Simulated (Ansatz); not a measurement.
The input, for Ansatz 0.2.0:

```yaml
crystal:
  periodic: [false, false, false]
  atoms:
    - {symbol: In, position_ang: [0.000000, -0.016160, 0.035424]}
    - {symbol: H, position_ang: [0.000000, 2.335679, -0.033564]}
    - {symbol: H, position_ang: [0.000000, -0.449183, -5.705267]}
    - {symbol: H, position_ang: [0.000000, -0.045706, 1.703546]}
basis:
  gaussian: {orbitals: def2-TZVP}
total_charge: 1
magnetization: {spin_polarized: true, initial_magnetization: 1}
hamiltonian: {xc: {name: PBE}}
correlation: {method: bccd, electrons: outside_noble_gas}
```

```sh
$ ansatz run in.yaml --threads 1 --pin off --events-out ev --progress --plain --max-ram 2393MiB
```

Output:

```
637 factors; integrals over basis functions are off by at most 1.0e-3 eV
mean field evaluation 1: about -5200.6930 eV, gradient 1.9e1 eV
mean field evaluation 2: about -5200.6885 eV, gradient 1.9e1 eV
mean field evaluation 4: about -5203.4834 eV, gradient 5.7e0 eV
mean field evaluation 8: about -5203.4835 eV, gradient 5.7e0 eV
mean field evaluation 16: about -5209.1592 eV, gradient 1.7e-1 eV
mean field evaluation 32: about -5207.6980 eV, gradient 1.5e1 eV
mean field evaluation 64: about -5209.1845 eV, gradient 4.5e-5 eV
mean field evaluation 96: about -5208.8936 eV, gradient 2.2e-1 eV
mean field evaluation 128: about -5205.5745 eV, gradient 1.0e1 eV
mean field evaluation 160: about -5173.9395 eV, gradient 2.2e1 eV
mean field -5209.18452995 eV, -191.4340005636 hartree, gradient 1.9e-6 eV, S^2 1.381583; 8 other end points of the search recorded, 0 dependent functions left out
9 core orbitals not correlated: weight in the atoms' cores, before any rotation towards them, 0.992 or more for the frozen orbitals, at most 0.006 for the correlated occupied ones
reference -5182.96539750 eV, -190.4704652178 hartree; 3, 2 occupied and 56, 57 virtual orbitals, 637 factors
second order -1.21921598 eV of doubles, -0.71782397 eV of singles
...
cycle  16  -2.44663839 eV  change    7.2e-3 eV  update   4.4e-4
cycle  17  -2.45229864 eV  change   -5.7e-3 eV  update   7.9e-4
cycle  18  -2.45065976 eV  change    1.6e-3 eV  update   1.4e-4
cycle  19  -2.45131166 eV  change   -6.5e-4 eV  update   1.2e-4
cycle  20  -2.45131644 eV  change   -4.8e-6 eV  update   1.2e-5
cycle  21  -2.45131823 eV  change   -1.8e-6 eV  update   7.0e-6
cycle  22  -2.45132124 eV  change   -3.0e-6 eV  update   4.5e-6
cycle  23  -2.45131783 eV  change    3.4e-6 eV  update   3.1e-6
cycle  24  -2.45131507 eV  change    2.8e-6 eV  update   2.1e-6
cycle  25  -2.45131303 eV  change    2.0e-6 eV  update   1.6e-6
Total energy: -5185.41671052 eV, -190.5605493100 hartree
```

Ran on 1 thread of Intel Xeon 6975P-C, shared host: 11 s wall, 0.27 GiB peak host memory.
